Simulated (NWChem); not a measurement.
# Atomisation of formamide (CH₃NO)

```
C
O 1 1.2099
N 1 1.3605 2 125.32
H 3 1.0118 1 121.54 2 180.00
H 3 1.0146 4 119.21 1 180.00
H 1 1.1201 2 122.86 3 180.00
```
Charge 0, spin multiplicity 1.

Program: NWChem. Structure: optimised with B3LYP/def2-SVP, a minimum by its harmonic frequencies. It is one conformer; others weren't searched.

Basis set: def2-TZVP. The atomisation energy is electronic alone: no zero-point, thermal, spin-orbit or counterpoise terms. No value is extrapolated to the basis-set limit. Free atoms are single determinants with multiplicities N 4, C 3, O 3, H 2. Correlated methods freeze the same cores in atoms and molecule, 3 orbitals in all.

| method | atomisation energy (kcal/mol) | relative cost |
|---|---|---|
| HF | 374.0 | 1 |
| LDA (SVWN5) | 669.3 | under 3 |
| PBE0 | 568.4 | under 3 |
| PBE | 590.3 | under 3 |
| B3LYP | 568.2 | under 3 |
| BLYP | 574.9 | under 3 |
| M06-2X | 566.6 | under 3 |
| MP2 | 557.0 | under 3 |
| r2SCAN | 567.6 | under 3 |
| CCSD(T) | 542.3 | 30 |

The values span 295.3 kcal/mol, from HF (lowest) to LDA (SVWN5) (highest). Costs are rough ratios of processor time within this set of runs, SCF included, with HF as 1. Costs are the molecule's.

B3LYP has NWChem's definition, with VWN1-RPA local correlation. The stability of the SCF solutions was not checked. Open-shell Hartree-Fock references start from PBE0 orbitals; any time given for them includes that run. No row is a measurement; the coupled-cluster row has its own basis-set and correlation limits.
